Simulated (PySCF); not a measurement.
(Z)-pent-2-en-4-ynenitrile, C5H3N.
SMILES with atom numbers: `[CH:1]#[C:2]/[CH:3]=[CH:4]\[C:5]#[N:6]` (hydrogens: H7 on C1; H8 on C3; H9 on C4)

The geometry is computed with GFN2-xTB (gas phase).

Q: What internal coordinates does the optimisation give?

A: 
| bond | length (bohr) |
| --- | --- |
| C1≡C2 | 2.271 |
| C2–C3 | 2.654 |
| C3=C4 | 2.537 |
| C4–C5 | 2.657 |
| C5≡N6 | 2.168 |
| C1–H7 | 1.982 |
| C3–H8 | 2.046 |
| C4–H9 | 2.044 |

A selection of angles:
| angle | degrees |
| --- | --- |
| C2–C1–H7 | 179.6 |
| C1–C2–C3 | 179.4 |
| C2–C3–C4 | 123.4 |
| C2–C3–H8 | 116.1 |
| C4–C3–H8 | 120.4 |
| C3–C4–C5 | 122.8 |
| C3–C4–H9 | 121.4 |
| C5–C4–H9 | 115.8 |
| C4–C5–N6 | 178.9 |

Torsions: C2–C3–C4–C5 0° (synperiplanar).

The 4 C–C bonds span 1.202 Å (C1≡C2, drawn triple) to 1.406 Å (C4–C5, drawn single), a spread of 0.204 Å. The 6 heavy atoms lie in one plane (0.000 Å rms).

Point group: Cs (every atom within 0.08 Å of its image). No frequency check.
